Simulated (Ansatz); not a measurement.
Problem. Name a neutral molecule of C, O, S and H with HOMO–LUMO gap (ωB97M-V/def2-TZVPP) between 9.45 and 9.75 eV and LUMO energy (PBE0/def2-TZVPP) between -1.75 and -1.45 eV (Ansatz, PBE0-D4/def2-TZVP geometry).

Solution. `OC(=S)S` (9.74 eV, -1.60 eV); `OC=S` (9.54 eV, -1.63 eV). Other molecules can fit too; these were computed, each in one conformer that needn't be the lowest.
